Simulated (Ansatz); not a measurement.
# SiN+ (triplet): wave-function methods side by side at distance Si1–N2 = 2.506 Å, 6-31G

Aim: climb from Hartree-Fock through coupled cluster and multireference methods for SiN+ (triplet) at one geometry and basis, and see what each rung misses.

Program: Ansatz 0.2.0, Gaussian basis. Level of theory: 6-31G, core rule «outside noble gas», up to 6 orbitals frozen. These are calculated values, not measurements.

To be run: UHF; CCSD(T) on ROHF; CCSD(T) on UHF; BCCD(T) on ROHF; CISD as a restricted active space (open shells left free, so some higher excitations enter); CCSDT(Q) on ROHF; CCSDT(Q) on UHF; CISDTQ; CCSDTQ on ROHF; CCSDTQ on UHF; CASSCF and MRCISD+Q, 4 electrons in 4 orbitals; CASSCF and NEVPT2, 4 electrons in 4 orbitals; CASSCF and MRCISD+Q, 8 electrons in 8 orbitals; CASSCF and NEVPT2, 8 electrons in 8 orbitals; Full CI.

19 further runs of the same task are left out: 4 for a known fault of the program, 13 that didn't finish, 2 set aside as unsound or not needed. Runs told in other sessions of the task aren't counted.

## Step 1: The geometry

The geometry derives from a PBE0/def2-TZVP stationary point (not a proven minimum). One bond is set to the value named and the two fragments are kept rigid.

2 atoms, charge 1, spin multiplicity 3.

Atoms are counted from 1 here; the program's logs count them from 0.

No contacts short enough for the rule that draws bonds.

Coordinates:

```
Si    0.0000    0.0000    0.0000
N     0.0000    0.0000    2.5060
```

## Step 2: UHF

in.yaml reads:

```yaml
crystal:
  periodic: [false, false, false]
  atoms:
    - {symbol: Si, position_ang: [0.000000, 0.000000, 0.000000]}
    - {symbol: N, position_ang: [0.000000, 0.000000, 2.506000]}
basis:
  gaussian: {orbitals: 6-31G}
total_charge: 1
magnetization: {spin_polarized: true, initial_magnetization: 2}
hamiltonian: {xc: hf}
output: {orbitals: {seedname: orbitals}}
```

The run is started by

```bash
ansatz run in.yaml --threads 1 --pin off --events-out ev --progress --plain --max-ram 2393MiB
```

The runs that follow: CCSD(T) on ROHF; CCSD(T) on UHF; BCCD(T) on ROHF; CISD as a restricted active space (open shells left free, so some higher excitations enter); CCSDT(Q) on ROHF; CCSDT(Q) on UHF; CISDTQ; CCSDTQ on ROHF; CCSDTQ on UHF; CASSCF and MRCISD+Q, 4 electrons in 4 orbitals; CASSCF and NEVPT2, 4 electrons in 4 orbitals; CASSCF and MRCISD+Q, 8 electrons in 8 orbitals; CASSCF and NEVPT2, 8 electrons in 8 orbitals; Full CI.

**Question.** What will the summary of the whole plan be? Wanted: FCI from the RHF energy; RMP2 from FCI; UMP2 from FCI; RCCSD from FCI; RCCSD(T) from FCI; UCCSD(T) from FCI; RCCSDT(Q) from FCI; UCCSDT(Q) from FCI; NEVPT2 pair from FCI.

**Answer**, as computed:

```
                         quantity                                                                                       value
          FCI from the ROHF energy                                                                                  -4.1090 eV
                    RMP2 from FCI                                                                             +31.34 kcal/mol
                    UMP2 from FCI                                                                             +23.98 kcal/mol
                   RCCSD from FCI                                                                              +3.36 kcal/mol
                RCCSD(T) from FCI                                                                              +1.09 kcal/mol
                UCCSD(T) from FCI                                                                              +0.96 kcal/mol
               RCCSDT(Q) from FCI                                                                              -0.01 kcal/mol
               UCCSDT(Q) from FCI                                                                              -0.03 kcal/mol
             NEVPT2 pair from FCI                                                                             +16.60 kcal/mol
          NEVPT2 valence from FCI                                                                              +8.41 kcal/mol
        MRCISD+Q valence from FCI                                                                              +0.36 kcal/mol
levels within 1 kcal/mol (43 meV)  UCCSD(T), RCCSDT, UCCSDT, CISDTQ, RCCSDT(Q), UCCSDT(Q), RCCSDTQ, UCCSDTQ, MRCISD+Q valence
                    T1 diagnostic                                                                                       0.073
   effectively unpaired electrons                                                                                        2.53
```

**Reading.** RCCSD(T) misses by +1.09 kcal/mol, 1.1 % of the correlation energy. The occupations show static correlation (2.53 effectively unpaired electrons where one determinant has 2). Of the multireference levels listed MRCISD+Q valence comes nearest in total energy (+0.36 kcal/mol), which doesn't show that its space is the better one. Coupled cluster took another determinant than the lowest Hartree-Fock one. These misses are within one basis, not against nature; the frozen cores of restricted and unrestricted runs differ, which can shift their rows.

Levels on UHF freeze UHF's core orbitals, full CI those of ROHF, so the U rows can settle a little off it for that reason alone.

With open shells the CI space here admits some higher excitations, so it is larger than plain CISD.
